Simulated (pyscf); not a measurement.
Optimised with ωB97X-D3(BJ)/def2-SVP in PySCF.

Q: H₃Si–O–ZnH + HF → F–ZnH + HO–SiH₃
Surface: singlet. Broken: O–Zn, F–H. Formed: F–Zn, H–O. Give ΔE‡ and ΔE from PBE/def2-TZVP, relative to the separated reactants.

A: ΔE‡ = -0.44 eV, ΔE = -0.22 eV. ωB97M-D3(BJ)/def2-TZVP gives -0.39 eV and -0.17 eV. Zero-point energy shifts the barrier by 0.00 eV. It is a four-centre exchange, with an imaginary mode of 446i cm⁻¹. On the reactant side the descent ends in an adduct with a F–Zn contact, 0.50 eV under the separated species and 0.10 eV under the saddle at ωB97X-D3(BJ)/def2-TZVP. On the product side the descent ends in an adduct with a O–Zn contact, 0.57 eV under the separated species and 0.29 eV under the saddle at ωB97X-D3(BJ)/def2-TZVP. At PBE the saddle lies under the separated reactants, which points to a path from their complex (located at ωB97X-D3(BJ) alone). At PBE the saddle lies under the separated products, which points to a path from their complex (located at ωB97X-D3(BJ) alone). What is counted as formed (F–Zn) is already present as a longer contact in the reactant adduct; forming that adduct is a step of its own. What is counted as broken (O–Zn) persists as a longer contact in the product adduct; parting that adduct is a step of its own. This is the saddle that the search found; another between the same sides may lie lower. Elements up to Kr have no core potential and no relativistic terms here.
